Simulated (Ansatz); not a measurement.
A structure of BP relaxed with PBEsol (plane waves to 420 eV, PAW, scalar-relativistic; Ansatz, a program for electronic structure); single points at other levels follow on the same geometry (Ansatz, PAW; HSE06 at 420 eV on a 8×8×8 k-mesh; no spin-orbit coupling). Space group F-43m (No. 216).

```cif
data_B4P4
_chemical_formula_sum 'P4 B4'
_space_group_name_H-M_alt 'F-43m'
_space_group_IT_number 216
_space_group_name_Hall 'F -4 2 3'
_cell_length_a 4.52014
_cell_length_b 4.52014
_cell_length_c 4.52014
_cell_angle_alpha 90.000
_cell_angle_beta 90.000
_cell_angle_gamma 90.000
loop_
_atom_site_label
_atom_site_type_symbol
_atom_site_symmetry_multiplicity
_atom_site_Wyckoff_symbol
_atom_site_fract_x
_atom_site_fract_y
_atom_site_fract_z
_atom_site_occupancy
P1 P 4 d 0.75000 0.75000 0.75000 1
B1 B 4 a 0.00000 0.00000 0.00000 1
```
(The calculation used a cell of 2 atoms; values per cell refer to that cell.)

| level | gap (eV) | kind | conduction minimum |
|---|---|---|---|
| PBEsol | 1.11 | indirect | 83 % of the way from Γ to X |
| HSE06 | (withheld) | – | (withheld) |

Task: Complete the blanks.

Result: 
- HSE06, gap (eV): 1.94
- HSE06, conduction minimum: k = (-0.4167, -0.4167, 0)

HSE06 gaps come from a coarse mesh plus a few chosen points, so they may be too large. No spin polarisation in the result.

Measured for BP: a 4.525 Å (static lattice; corrected from measurement; as listed in Daniel Mejia-Rodriguez, S. B. Trickey, Phys. Rev. B (2018)); gap 2 eV (room temperature; as listed in arXiv:1206.3780). Computed minus measured — a: PBEsol -0.1 %; gap: PBEsol -0.89 eV, HSE06 -0.06 eV. The computed values are for a static lattice, and a measured gap can be an optical one, lowered by exciton binding.

It was reached from a disturbed copy of a F-43m (No. 216) cell (zinc blende type), against which it lies under 1 meV/atom.
